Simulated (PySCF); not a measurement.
Computed with B3LYP-D3(BJ)/def2-TZVP (PySCF). All species are isolated molecules in the gas phase. B3LYP has the VWN-RPA correlation part, as in Gaussian. 

Reference species (SMILES): `C1=CO1` (neutral, multiplicity 1).

```json
{
 "LUMO": "-0.67 eV",
 "dipole_moment": "2.45 D",
 "HOMO": "-5.67 eV"
}
```

Changed species: `C=C=O`.

Task: Predict the effect on the LUMO, dipole moment and HOMO.

Result: the LUMO drops by 0.56 eV, to -1.23 eV; the dipole moment drops by 0.98 D, to 1.47 D; the HOMO falls by 1.24 eV, to -6.91 eV.
